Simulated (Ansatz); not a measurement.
# Scan of BH3, triplet

Starting geometry (PBE0/def2-TZVP stationary point for this spin, not checked as a minimum):

```xyz
4

B    -0.1149    0.0000    0.0891
H     0.3114    0.5391   -0.9919
H     0.6095    0.0000    1.0286
H     0.3113   -0.5391   -0.9919
```

From there H4 moves along the line of the two atoms named below, all else staying in place; atoms are numbered as listed. Energies are in kJ/mol, counted from the starting geometry at the same level. Kohn–Sham curves are unrestricted where that lies lower.

Basis cc-pVDZ; Ansatz 0.2.0. Only valence electrons are correlated (noble-gas cores frozen). Prefix R: restricted or restricted open-shell reference; prefix U: unrestricted.

Full CI is exact within this basis and frozen core; it isn't the basis-set limit. The frozen core follows each run's orbitals, which can shift R against U totals by a few meV.

```
distance B1-H4 (Å)  full CI  curve A  curve B  curve C  curve D
             1.039     79.5     79.5     80.4     74.7     77.3
             1.180     12.8     12.8     13.7     10.7     11.7
             1.281      0.0      0.0      0.0      0.0      0.0
             1.375      3.1      3.1      1.9      4.9      4.5
             1.567     31.0     31.1     27.6     33.3     36.7
             1.808     70.6     70.6     68.9     60.3     79.7
             2.016     90.2     90.2     95.8     63.2     94.6
             2.421     96.1     96.2    118.1     50.6     92.6
             2.831     91.6     91.6    121.6     40.7     86.0
             3.445     88.1     88.2    121.5     35.3     82.0
             4.390     87.5     87.5    121.8     34.2     81.3
```

Question: The curves come from PBE, UCCSDT(Q), UHF, UMP2. Compare each with full CI and say which is which.

Answer: A: UCCSDT(Q), B: PBE, C: UHF, D: UMP2. Spread of the error against full CI, over the points where both stand: A 0.0, B 37.7, C 55.6, D 15.4 kJ/mol. PBE at 4.390 Å lies 34.3 kJ/mol (39 %) above the reference in this basis.

In so small a basis the reference is far from its limit while semilocal and hybrid functionals are nearer theirs, so the functionals' errors here hold much of the reference's basis and frozen-core error, which can add to them or hide them.
